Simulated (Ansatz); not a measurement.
Molecule: formamide, CH$_{3}$NO (charge 0, singlet). SMILES: NC=O
Coordinates optimised at B3LYP-D3(BJ)/def2-TZVP (Ansatz, a program for electronic structure):
```
C
O 1 1.2093
N 1 1.3564 2 124.95
H 3 1.0045 1 121.30 2 180.00
H 3 1.0072 4 119.31 1 180.00
H 1 1.1056 2 122.73 3 180.00
```

Quantity: atomisation energy, in kcal/mol. Conventions: atomisation electronic, to ground-state atoms; six Cartesian d functions in 6-31G* and its kin unless marked 5d; frozen cores in correlated levels; spin-orbit terms left out; non-relativistic; 6-311+G** with 5d; open shells spin-unrestricted; LANL2DZ all-electron up to Ne. CBS(X,Y): correlation extrapolated as X^-3; Hartree-Fock from the larger set. The bracket is a focal-point correction in the basis named. Ab initio and DFT rows: single points at B3LYP-D3(BJ) geometries (Ansatz).

Coupled cluster (Ansatz) is a level with limits of its own, used here on species with T1 under 0.025 (0.045 for open shells) and stable references: RI-MP2/CBS(aug-cc-pVTZ,aug-cc-pVQZ)+[CCSD(T)-MP2]/aug-cc-pVTZ.

Value to compare with, RI-MP2/CBS(aug-cc-pVTZ,aug-cc-pVQZ)+[CCSD(T)-MP2]/aug-cc-pVTZ (Ansatz): 567.2 kcal/mol.

| level | program | atomisation energy (kcal/mol) | difference |
|---|---|---|---|
| HF/STO-3G | Ansatz | 354.0 | -213.2 |
| HF/3-21G | Ansatz | 323.6 | -243.6 |
| HF/LANL2DZ | Ansatz | 318.3 | -248.9 |
| HF/6-31G* | Ansatz | 366.9 | -200.3 |
| HF/6-311+G** | Ansatz | 371.2 | -196.0 |

Among the 5 habitual levels, HF/LANL2DZ lies farthest from RI-MP2/CBS(aug-cc-pVTZ,aug-cc-pVQZ)+[CCSD(T)-MP2]/aug-cc-pVTZ (Ansatz) (-248.9 kcal/mol) and HF/6-311+G** nearest (-196.0); 0 of 5 lie above it, and their mean absolute difference is 220.4 kcal/mol, the median 213.2. One case shows no general order.

The sets are all those run for this method; runs whose electronic state is in doubt are left out.
